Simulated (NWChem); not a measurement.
System meant: allene (C₃H₄); SMILES C=C=C

Here is an NWChem input.

```
start job
memory heap 200 mb stack 900 mb global 1100 mb
geometry units angstroms noautoz
  C      0.000000     0.000000     1.316492
  C      0.000000     0.000000     0.000000
  C      0.000000     0.000000    -1.316492
  H     -0.666259     0.666259     1.890869
  H      0.666259    -0.666259     1.890869
  H     -0.666259    -0.666259    -1.890869
  H      0.666259     0.666259    -1.890869
end
basis spherical
  C library def2-svp
  H library def2-svp
end
dft
  xc pbe0
  iterations 4
  mulliken
end
task dft energy
```

End of the output:

```
    Atom       Charge   Shell Charges
 -----------   ------   -------------------------------------------------------
    1 C    6     6.12   1.97  0.59  0.33  1.87  1.29  0.07
    2 C    6     5.97   1.97  0.65  0.30  1.79  1.18  0.08
    3 C    6     6.12   1.97  0.59  0.33  1.87  1.29  0.07
    4 H    1     0.95   0.62  0.26  0.07
    5 H    1     0.95   0.62  0.26  0.07
    6 H    1     0.95   0.62  0.26  0.07
    7 H    1     0.95   0.62  0.26  0.07

 center of mass
 --------------
 x =   0.00000000 y =   0.00000000 z =   0.00000000

 moments of inertia (a.u.)
 ------------------
         206.402441525085           0.000000000000           0.000000000000
           0.000000000000         206.402441525085           0.000000000000
           0.000000000000           0.000000000000          12.780827197479

     Multipole analysis of the density
     ---------------------------------

     L   x y z        total         alpha         beta         nuclear
     -   - - -        -----         -----         ----         -------
     0   0 0 0     -0.000000    -11.000000    -11.000000     22.000000

     1   1 0 0      0.000000      0.000000      0.000000      0.000000
     1   0 1 0     -0.000000     -0.000000     -0.000000      0.000000
     1   0 0 1     -0.000000     -0.000000     -0.000000      0.000000

     2   2 0 0    -14.277735    -10.309266    -10.309266      6.340797
     2   1 1 0     -0.000000     -0.000000     -0.000000      0.000000
     2   1 0 1      0.000000      0.000000      0.000000      0.000000
     2   0 2 0    -14.277735    -10.309266    -10.309266      6.340797
     2   0 1 1      0.000000      0.000000      0.000000      0.000000
     2   0 0 2    -11.425640    -68.383850    -68.383850    125.342059

 ------------------------------------------------------------------------
 dft energy failed                                                                                  0
 ------------------------------------------------------------------------
 ------------------------------------------------------------------------
  current input line :
    21: task dft energy
 ------------------------------------------------------------------------
 ------------------------------------------------------------------------
 This type of error is most commonly associated with calculations not reaching convergence criteria
 ------------------------------------------------------------------------
 For more information see the NWChem manual at https://nwchemgit.github.io

0:dft energy failed:Received an Error in Communication
```

Question: What is wrong, and how is it mended?

Answer: Convergence was not reached. Cause: the SCF was allowed too few iterations. This input runs:
```
start job
memory heap 200 mb stack 900 mb global 1100 mb
geometry units angstroms noautoz
  C      0.000000     0.000000     1.316492
  C      0.000000     0.000000     0.000000
  C      0.000000     0.000000    -1.316492
  H     -0.666259     0.666259     1.890869
  H      0.666259    -0.666259     1.890869
  H     -0.666259    -0.666259    -1.890869
  H      0.666259     0.666259    -1.890869
end
basis spherical
  C library def2-svp
  H library def2-svp
end
dft
  xc pbe0
  iterations 150
  mulliken
end
task dft energy
```
It converges to -116.42161 Ha (PBE0/def2-SVP).
